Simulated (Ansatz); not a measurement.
System: Li$_{2}$ (charge 0, singlet). 
Geometry from a B3LYP-D3(BJ)/def2-TZVP (Ansatz, an electronic-structure program) optimisation:
```xyz
2

Li     0.0000     0.0000    -1.3610
Li     0.0000     0.0000     1.3610
```

Basis-set convergence of Hartree-Fock and MP2 correlation energies (hartree) with Ansatz. Correlated levels leave the core frozen unless marked. No spin-orbit coupling. No relativistic terms.

The Hartree-Fock reference is unstable (checked in the largest basis), which strains HF and MP2. 

```tsv
basis	functions	E(HF)	E(corr, MP2)
def2-SVP	18	-14.85575	-0.01496
def2-TZVPP	38	-14.87118	-0.01862
def2-QZVPP	70	-14.87172	-0.02111
```

Extrapolating the two largest sets (X = 3 and 4) as X^-3: E(corr) = (64·(-0.02111) - 27·(-0.01862))/37 = -0.0229 Eh, an estimate of the basis-set limit. The largest set recovers 92.1 % of it, the smallest 65.2 %.
